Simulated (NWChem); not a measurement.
**Dipole moment of HLi**

SMILES: [LiH]
```xyz
2

Li     0.0000     0.0000     0.3994
H      0.0000     0.0000    -1.1982
```
Charge 0, spin multiplicity 1.

All runs are NWChem calculations. All single points use one geometry, from PBE0/def2-SVP, a minimum by its harmonic frequencies.

Basis set: def2-SVPD. The CCSD dipole comes from the Λ equations, without orbital relaxation.

```csv
method,dipole moment (D),difference from CCSD
HF,6.05,+0.10
PBE,5.63,-0.32
B3LYP,5.73,-0.22
CCSD,5.95,0.00
PBE0,5.78,-0.17
```

The values span 0.42 D, from PBE (lowest) to HF (highest). 

The correlated methods freeze no orbitals. B3LYP has NWChem's definition, with VWN1-RPA local correlation. The structure started from a generated list of species. Coupled-cluster values serve here as a point of comparison, not as the truth.
